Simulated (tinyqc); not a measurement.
Inside a calculation. Method: UKS/LDA (VWN5) in the sto-3g basis, for LiH, spin multiplicity 3. One step of it, computed by the program tinyqc.

Question. Orthogonalisation. S = U s U^T; symmetric (Loewdin) form X = U s^(-1/2) U^T, so that X^T S X = 1.

overlap S, order 1Li 1s, 1Li 2s, 1Li 2px, 1Li 2py, 1Li 2pz, 2H 1s:
```
[[1.000000, 0.241137, 0.000000, 0.000000, 0.000000, 0.020872],
 [0.241137, 1.000000, 0.000000, 0.000000, 0.000000, 0.271591],
 [0.000000, 0.000000, 1.000000, 0.000000, 0.000000, 0.000000],
 [0.000000, 0.000000, 0.000000, 1.000000, 0.000000, 0.000000],
 [0.000000, 0.000000, 0.000000, 0.000000, 1.000000, 0.390645],
 [0.020872, 0.271591, 0.000000, 0.000000, 0.390645, 1.000000]]
```

Give: eigenvalues of S; X.

Answer.

eigenvalues of S: [0.5072, 0.8048, 1.0000, 1.0000, 1.1824, 1.5056]

X, order 1Li 1s, 1Li 2s, 1Li 2px, 1Li 2py, 1Li 2pz, 2H 1s:
```
[[1.0234, -0.1298, 0.0000, 0.0000, -0.0064, 0.0182],
 [-0.1298, 1.0581, 0.0000, 0.0000, 0.0494, -0.1634],
 [0.0000, 0.0000, 1.0000, 0.0000, 0.0000, 0.0000],
 [0.0000, 0.0000, 0.0000, 1.0000, 0.0000, 0.0000],
 [-0.0064, 0.0494, 0.0000, 0.0000, 1.0690, -0.2294],
 [0.0182, -0.1634, 0.0000, 0.0000, -0.2294, 1.1030]]
```
